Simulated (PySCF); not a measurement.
## How good is the calculation?

Atom-mapped SMILES (the numbers label the heavy atoms): `[cH:1]1[cH:2][cH:3][s:4][cH:5]1`; H(Xn) means a hydrogen on atom n.

PySCF 2.14.0 with density-fitted response routines calculation with GIAO PBE0/pcSseg-1 shieldings and GFN2-xTB structure; no relativistic terms, no solvent, single conformer, equivalent nuclei averaged.

Reference values: measured (I. P. Gerothanassis, L. B. Krivdin, Molecules 29 (2024) 3301).
```json
{"atoms": "S4", "quantity": "δ $^{33}$S vs sulfate scale", "reference": "-119.0", "computed": "–", "computed, scaled": "-102.2"}
```

Reference values: measured (solution, CS2 (90 %); H. L. Retcofsky, R. A. Friedel, J. Am. Chem. Soc. 94 (1972) 6579).
| atoms | quantity | reference | computed |
| --- | --- | --- | --- |
| S4 | δ $^{33}$S vs CS2 | 220.0 | 225.6 |

Computed shifts are σ(ref) − σ with the named reference compound (TMS for H and C) calculated as an isolated molecule at the same level. The measured values may be among those fitted. Shieldings were converted by a linear fit to measured shifts: $^{33}$S (scatter 33.3 ppm rms vs sulfate, solution or neat liquid). Occasional misses reach two or three times the rms, and more in compound classes unlike the fitted ones.

2 of the 7 published NMR values on file for this molecule are compared. The rest: values whose atom or origin is in doubt.
